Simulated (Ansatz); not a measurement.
A nudged elastic band was laid between two geometries of BH4N + FH (8 atoms, charge 0, multiplicity 1).

These are results of RKS PBE0-D4/cc-pVDZ (Ansatz 0.2.0), not measurements.

| Item | Value |
| --- | --- |
| movable images | 5 |
| climbing image | yes |
| spring | 5.0 eV/Å² |
| optimiser | quadratic models (default) |
| start path | through a guess of the saddle point |
| force threshold | 0.05 eV/Å |
| iteration limit | 60 |
| end points | relaxed |

Initial state:

```xyz
8
Properties=species:S:1:pos:R:3
B 0.040 -0.298 0.229
N 0.020 -0.160 1.625
H -0.811 -0.337 2.178
H 0.867 -0.115 2.180
H 1.098 -0.212 -0.339
H -1.003 -0.489 -0.342
F -0.334 2.521 0.830
H -0.224 1.689 1.243
```

Final state:

```xyz
8
Properties=species:S:1:pos:R:3
B 0.023 0.389 0.103
N -0.116 0.214 1.743
H -0.347 -0.747 1.998
H 0.757 0.465 2.210
H 0.939 -0.373 -0.195
H -1.085 0.072 -0.319
F 0.332 1.752 -0.046
H -0.848 0.825 2.111
```

(1) Which bonds break or form, and what moves?

(2) What energy profile does the band end with?

(3) What is the geometry of the highest image?

(4) What are the harmonic wavenumbers there?

## Answers

(1) Bonds broken: F7–H8. Bonds formed: B1–F7, N2–H8. BH4N + FH becomes BFH5N.

(2) It converged. The highest image is number 2 of 0 to 6, 32.2 kJ/mol above the first end and 120.8 kJ/mol above the last; the last end lies 88.6 kJ/mol below the first. A vibrational analysis at the climbing image gives one clearly imaginary mode, 602i cm⁻¹: a first-order saddle point. The orbitals stay closed-shell, which can raise the energy where a bond breaks towards radicals; this wasn't checked here.

```csv
image,path coordinate (Å),energy (kJ/mol),F7–H8 (Å),B1–F7 (Å),N2–H8 (Å)
0,0.00,0.0,0.94,2.91,1.90
1,0.54,6.6,0.94,2.40,1.81
2,1.08,32.2,1.07,1.81,1.42
3,1.63,-53.2,1.64,1.49,1.05
4,2.18,-83.6,2.25,1.41,1.02
5,2.73,-86.6,2.42,1.41,1.02
6,3.28,-88.6,2.63,1.41,1.02
```

(3) 
```xyz
8
Properties=species:S:1:pos:R:3
B -0.007 0.082 0.249
N -0.014 0.074 1.755
H -0.798 -0.373 2.222
H 0.855 -0.153 2.229
H 1.071 -0.019 -0.279
H -1.015 -0.297 -0.291
F -0.244 1.867 0.377
H -0.192 1.417 1.342
```

(4) 602i, 444, 496, 730, 738, 796, 891, 991, 1128, 1161, 1234, 1257, 1594, 2036, 2597, 2691, 3577, 3671 cm⁻¹.

Time of the run: 38 s on 1 thread of AMD EPYC 9R45 96-Core Processor (Zen 5), on a shared host, peak memory 0.14 GiB.
